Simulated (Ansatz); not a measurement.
Reaction (SMILES): O=CN → N[C]=O + H atom
B3LYP-D3(BJ)/def2-TZVP geometries, fixed; electronic energies without zero-point terms.
Largest species:
```
C
O 1 1.2093
N 1 1.3564 2 124.95
H 3 1.0045 1 121.30 2 180.00
H 3 1.0072 4 119.31 1 180.00
H 1 1.1056 2 122.73 3 180.00
```

Effect of a fitting basis named in the input at r2SCAN/def2-TZVPP with Ansatz (an electronic-structure program), against the last row, where the bond dissociation energy is 96.00 kcal/mol. Species with rotatable bonds are taken in one conformer. Open shells are unrestricted. The default fits or decomposes integrals by the program's own choice; accuracy: high also tightens integrals, grids and stops.

```csv
setting,largest shift of a total energy (mEh),shift of the bond dissociation energy (kcal/mol)
fitting: def2-SV(P)-JKFIT,-0.058,-0.018
fitting: def2-universal-JKFIT,-0.058,-0.018
fitting: cc-pVTZ-JKFIT,-0.021,0.002
fitting: cc-pVQZ-JKFIT,-0.006,-0.001
fitting: cc-pV5Z-JKFIT,-0.004,-0.001
fitting: def2-universal-JFIT,-0.178,0.019
accuracy: high,0.002,-0.001
accuracy: medium (default),0.000,0.000
```

Within 0.02 kcal/mol in the bond dissociation energy: fitting: def2-SV(P)-JKFIT; fitting: def2-universal-JKFIT; fitting: cc-pVTZ-JKFIT; fitting: cc-pVQZ-JKFIT; fitting: cc-pV5Z-JKFIT; fitting: def2-universal-JFIT; accuracy: high. The largest shift is 0.178 mEh in a total energy and 0.019 kcal/mol in the difference.
